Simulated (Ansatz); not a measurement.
The input, for Ansatz 0.2.0:

```yaml
crystal:
  periodic: [false, false, false]
  atoms:
    - {symbol: C, position_ang: [0.000000, 0.063357, 1.305611]}
    - {symbol: Ga, position_ang: [0.000000, -0.032826, -0.263443]}
    - {symbol: H, position_ang: [0.000000, 1.014006, 1.838416]}
    - {symbol: H, position_ang: [0.000000, -0.804770, 1.959484]}
    - {symbol: H, position_ang: [0.000000, 1.306523, -1.132311]}
basis:
  gaussian: {orbitals: cc-pVDZ}
magnetization: {spin_polarized: false, initial_magnetization: 2}
correlation: {method: bccd, electrons: outside_noble_gas}
scf: {lower_state_search: off}
output: {forces: true}
```

```sh
$ ansatz run in.yaml --threads 1 --pin off --events-out ev --progress --plain --max-ram 2393MiB
```

The program prints:

```
these checks for a lower state are left out or cut short: starts, cluster_reference, orbital_swaps, neighbouring_geometries, increment
586 factors; integrals over basis functions are off by at most 1.1e-3 eV
mean field evaluation 1: about -53405.5336 eV, gradient 1.5e1 eV
mean field evaluation 2: about -53405.5717 eV, gradient 1.5e1 eV
mean field evaluation 4: about -53406.6136 eV, gradient 1.9e0 eV
mean field evaluation 8: about -53406.6337 eV, gradient 6.9e-4 eV
mean field -53406.63366980 eV, -1962.6575870486 hartree, gradient 2.6e-6 eV, S^2 2.000000; 0 other end points of the search recorded, 0 dependent functions left out
15 core orbitals not correlated: weight in the atoms' cores, before any rotation towards them, 0.953 or more for the frozen orbitals, at most 0.040 for the correlated occupied ones
reference -53406.63366980 eV, -1962.6575870486 hartree; 6, 4 occupied and 35, 37 virtual orbitals, 586 factors
second order -4.48881201 eV of doubles, -0.05932529 eV of singles
cycle   1  -5.15461395 eV  change   -6.1e-1 eV  update   5.4e-2
cycle   2  -5.35060355 eV  change   -2.0e-1 eV  update   2.0e-2
cycle   3  -5.36020271 eV  change   -9.6e-3 eV  update   6.5e-3
cycle   4  -5.35805950 eV  change    2.1e-3 eV  update   2.4e-3
cycle   5  -5.35788566 eV  change    1.7e-4 eV  update   9.1e-4
cycle   6  -5.35787660 eV  change    9.1e-6 eV  update   3.7e-4
cycle   7  -5.35796695 eV  change   -9.0e-5 eV  update   1.5e-4
cycle   8  -5.35797982 eV  change   -1.3e-5 eV  update   5.6e-5
cycle   9  -5.35797014 eV  change    9.7e-6 eV  update   2.0e-5
cycle  10  -5.35797135 eV  change   -1.2e-6 eV  update   7.3e-6
cycle  11  -5.35797037 eV  change    9.8e-7 eV  update   2.9e-6
cycle  12  -5.35796959 eV  change    7.8e-7 eV  update   9.6e-7
the calculation of the forces begins
Total energy: -53411.99163938 eV, -1962.8544887991 hartree
Atom 0 at     0.000000     0.063357     1.305611 Å, force     0.000000     0.689539    15.037968 eV/Å
Atom 1 at     0.000000    -0.032826    -0.263443 Å, force    -0.000000    -0.879782   -16.008027 eV/Å
Atom 2 at     0.000000     1.014006     1.838416 Å, force    -0.000000     0.258266     0.554501 eV/Å
Atom 3 at     0.000000    -0.804770     1.959484 Å, force    -0.000000    -0.151720     0.648259 eV/Å
Atom 4 at     0.000000     1.306523    -1.132311 Å, force     0.000000     0.083697    -0.232701 eV/Å
Dipole moment:     0.000000    -0.031267     0.419064 e Å
Checks for a lower state left out: starts, cluster_reference, orbital_swaps, neighbouring_geometries, increment
```

Forces (eV/Å):
```
C     0.000   0.690  15.038
Ga    0.000  -0.880 -16.008
H     0.000   0.258   0.555
H     0.000  -0.152   0.648
H     0.000   0.084  -0.233
```

Ran on 1 thread of Intel Xeon Platinum 8488C, shared host: 7 s wall, 0.22 GiB peak host memory.
